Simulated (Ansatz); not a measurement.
Several settings on one geometry of SiH2Me(SiH3) (CH₈Si₂) (that of the charge 0 singlet, r2SCAN-D4/def2-SVP). Ansatz on 4 threads of Intel Xeon on a shared host; times are rough.

```xyz
11

Si    0.6983    0.1772    0.4903
H     0.7319    0.1533    1.9879
H     2.1171    0.1712    0.0092
C    -0.1908    1.7249   -0.1195
H     0.3097    2.6349    0.2480
H    -1.2342    1.7466    0.2321
H    -0.2017    1.7655   -1.2200
Si   -0.3718   -1.7687   -0.2745
H    -1.7740   -1.8300    0.2462
H     0.3501   -3.0011    0.1707
H    -0.4346   -1.7739   -1.7704
```

Totals from different functionals, basis sets or treatments of relativity can't be compared as stabilities.

The 6-31G sets use Cartesian d functions. Correlated methods freeze 11 core orbitals.

The spins typed aren't always the lowest for that charge.

Give the basis size and estimate the energy, ⟨S²⟩, dipole and time of these runs.

| run | method | charge | state | further keys |
| --- | --- | --- | --- | --- |
| 1 | RHF, ccsdt/STO-3G | 0 | singlet | final_grid: {core_spheres: 20, valence_spheres: 16, degree: 47}; scf: {lower_state_search: light} |
| 2 | RKS B2PLYP/def2-SVP | 0 | singlet | point_charges: [{charge: -1.00, position_ang: [6.242, -0.573, -0.475]}]; scf: {omitted_lower_state_checks: [starts]}; forces asked |
| 3 | UKS ωB97/6-31++G** | 0 | triplet | scf: {omitted_lower_state_checks: [starts]}; forces asked |


```
run  functions  energy (Eh)  ⟨S²⟩  dipole (D)  wall time
  1         31    -613.4772     –           –      1.1 s
  2         90    -621.3652     –        1.26      4.4 s
  3        113    -621.5974  2.01        0.55       31 s
```
